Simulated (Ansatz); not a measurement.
BH₃NS (`N[B]S`) radical, relaxed with UKS PBE-D4/def2-SVP in Ansatz 0.2.0 from a rough embedded geometry. The force threshold is 0.03 eV/Å; the program also tests the step.

Total charge 0; spin multiplicity 2.

Start:

```xyz
6

N     0.740   -0.802    0.142
B     0.264    0.515    0.579
S    -1.559    0.845    0.695
H     1.752   -0.796    0.081
H     0.446   -1.019   -0.828
H    -1.643    1.257   -0.668
```

| step | energy (eV) | largest force (eV/Å) | largest move (Å) |
| --- | --- | --- | --- |
| 1 | -13037.0626 | 1.891 | 0.000 |
| 2 | -13037.3661 | 1.917 | 0.194 |
| 3 | -13037.5254 | 1.301 | 0.090 |
| 4 | -13037.7808 | 0.603 | 0.200 |
| 5 | -13037.8775 | 0.227 | 0.200 |
| 6 | -13037.9044 | 0.150 | 0.199 |
| 7 | -13037.9055 | 0.294 | 0.051 |
| 8 | -13037.9072 | 0.044 | 0.017 |
| 9 | -13037.9073 | 0.019 | 0.004 |

End:

```xyz
6

N     0.825   -0.547   -0.050
B     0.148    0.323    0.799
S    -1.392    1.216    0.645
H     1.713   -0.982    0.200
H     0.489   -0.820   -0.981
H    -1.783    0.809   -0.613
```

Hardware: 2 threads of a server CPU on a shared host. Wall time 10 s, peak host memory 0.16 GiB.
